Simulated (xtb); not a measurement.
xtb input (GFN2-xTB):

```bash
xtb mol.xyz --gfn 2 --ohess tight --chrg -1 --uhf 0
```
mol.xyz:
```
2

O      0.05231278    -0.00901444    -0.49556825
H     -0.08043292     0.02128376     0.50850157
```

End of the output:

```
           -------------------------------------------------
          | TOTAL ENERGY               -4.681670194273 Eh   |
          | TOTAL ENTHALPY             -4.670625196212 Eh   |
          | TOTAL FREE ENERGY          -4.690202664255 Eh   |
          | GRADIENT NORM               0.000006606493 Eh/α |
          | HOMO-LUMO GAP              13.213580000695 eV   |
           -------------------------------------------------

------------------------------------------------------------------------
------------------------------------------------------------------------
 total:
 SCF:
 ANC optimizer:
 analytical hessian:
Note: The following floating-point exceptions are signalling: IEEE_DENORMAL
normal termination of xtb
```
